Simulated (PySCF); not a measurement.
C2H6OS.
Bonds: C1–S2, S2–C3, S2–O4 (double). Hydrogens: H5, H6, H7 on C1; H8, H9, H10 on C3.

Computed with PySCF at wB97X-D/pcSseg-2, non-relativistic, on one gas-phase PBE0-D3(BJ)/def2-TZVP geometry that isn't relaxed in the solvent. The solvent is an IEF-PCM continuum (van der Waals radii × 1.2). Specific hydrogen bonds and non-electrostatic terms are outside this model.

Gas phase at wB97X-D/pcSseg-2: HOMO -8.56 eV, LUMO 2.13 eV, dipole 4.22 D.

Question: What does the continuum do to the energy, the frontier levels and the dipole at wB97X-D/pcSseg-2 in chloroform?

Answer: 
```tsv
solvent	ε	E(solvent) − E(gas) (kcal/mol)	polarisation term (kcal/mol)	distortion of the solute (kcal/mol)	HOMO (eV)	LUMO (eV)	dipole (D)
chloroform	4.711	-6.97	-8.16	1.19	-8.69	2.52	5.24
```

The polarisation term is half the interaction of the solute with the surface charges that it induces; the rest is the cost of distorting the solute's density. The sum is the electrostatic part of solvation alone.

Question: Which radius a makes the point-dipole formula ΔE = −[(ε − 1)/(2ε + 1)]·μ²/a³ give the value in chloroform, with the gas-phase dipole?

Answer: μ = 1.660 au and |ΔE| = 0.01111 Eh give a = 2.36 Å; the farthest nucleus lies 2.31 Å from the centroid of the nuclei. The formula assumes a rigid point dipole at the centre of a sphere.

Hardware: an Intel Xeon at 2.50 GHz with 2 threads (shared host). Cost: 61 s wall, 1.7 min CPU, 1.4 GiB resident at most. This is the whole shielding run at wB97X-D/pcSseg-2 in chloroform, SCF included.

wB97X-D is run here without its empirical dispersion term; that term would change no orbital, density or response property at a fixed geometry.
